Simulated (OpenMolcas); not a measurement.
**Potential curves of B₂⁻: spin-free states**

Computed with OpenMolcas 26.06: state-averaged CASSCF(7,8) over B 2s 2p, B 2s 2p, XMS-CASPT2 (IPEA 0.25, imaginary shift 0.2 hartree), scalar X2C, ANO-RCC-VTZP, then RASSI spin–orbit state interaction with atomic mean-field integrals. C2 symmetry about the axis (a holds Σ, Δ, Γ; b holds Π, Φ, H; Σ⁺ and Σ⁻ are not told apart); roots by multiplicity and irrep: 4a 2, 2b 6, 2a 7, 4b 4, 6b 2.

XMS-CASPT2 energies in eV from the lowest point. Curves are followed by energy order within each symmetry, so they are adiabatic and may change character at avoided crossings and where g and u states cross; Σ⁺ and Σ⁻ are counted together.

```tsv
R (Å)	(1)4Σ	(1)2Π	(1)2Δ	(1)4Π	(2)2Σ	(2)2Π	(3)2Π	(2)2Δ	(1)6Π
1.403	0.813	0.842	1.816	1.258	2.169	2.390	2.768	3.680	4.474
1.484	0.301	0.483	1.259	1.056	1.628	2.050	2.168	3.264	3.847
1.558	0.073	0.378	0.997	1.082	1.363	1.648	2.179	3.114	3.522
1.631	0.000	0.421	0.886	1.244	1.249	1.435	2.303	3.112	3.364
1.713	0.055	0.563	0.896	1.528	1.248	1.352	2.532	3.230	3.324
1.794	0.203	0.786	1.010	1.872	1.338	1.385	2.797	3.415	3.403
1.908	0.504	1.158	1.267	2.430	1.559	1.549	3.129	3.721	3.616
2.055	0.966	1.608	1.662	2.950	1.915	1.931	3.468	3.939	3.991
2.283	1.693	2.229	2.286	3.403	2.484	2.602	3.832	4.039	4.626
2.610	2.558	2.969	3.021	3.834	3.256	3.403	4.177	4.209	5.416
3.099	3.433	3.693	3.749	4.225	3.988	4.059	4.553	4.496	6.204
3.751	4.103	4.350	4.300	4.538	4.373	4.539	4.691	4.809	6.743
```

With masses 11.009 and 11.009 u, fit the curves (1)4Σ, (1)4Π, (2)2Σ, (2)2Δ near their minima.

At XMS-CASPT2, Te from the lowest curve (the fit fixes ωe to a per cent or two; the method's Re and ωe can be off by some per cent):

| curve | Te (cm⁻¹) | Re (Å) | ωe (cm⁻¹) |
| --- | --- | --- | --- |
| (1)4Σ | 0 | 1.636 | 1011.0 |
| (1)4Π | 8440 | 1.508 | 1259.9 |
| (2)2Σ | 9950 | 1.671 | 905.9 |
| (2)2Δ | 24980 | 1.593 | 1068.1 |

Left out for impure symmetry, kinks or missing points, though low: (1)2Σ, (3)2Σ, (2)4Σ, (2)4Π. g and u states are not told apart. Only roots inside an energy window near the equilibrium distance were included, so the list of states is not complete; labels number the states computed. Each spin and symmetry block has orbitals of its own, averaged over its own roots, so gaps between blocks are less sure than gaps within one and near the minimum can be off by tenths of an eV, in bad cases by more. No Rydberg orbitals are active, so Rydberg states, and σ→σ* states whose orbital the CASSCF left unused, can be missing between those listed. CASPT2 splits the two components of degenerate states numerically, here by up to 214 cm⁻¹. For an anion, states above the electron-detachment threshold (often below 1 to 3 eV) are held by the basis set and are not bound levels. At stretched bonds a block can hold a wrong CASSCF solution and miss its lowest state; points past a visible jump are left out. No roots were computed in block 6a (none fell in the window or the block failed), so states of that kind are missing and can lie low or lowest. Points that failed a check (symmetry, reference weights, a jump) are left out.
